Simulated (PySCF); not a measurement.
Computed with B3LYP-D3(BJ)/def2-TZVP // r2SCAN-D4/def2-SVP run with PySCF. Gas-phase values, no solvent. B3LYP has the VWN-RPA correlation part, as in Gaussian. 

Reference species (SMILES): `[OH]` (neutral, multiplicity 2).

```yaml
dipole_moment: 1.77 D
```

Changed species: `C[O]` (free radical OCH3; the reference has free radical OH).

Give the shifts of the dipole moment.

the dipole moment rises by 0.29 D, to 2.06 D.
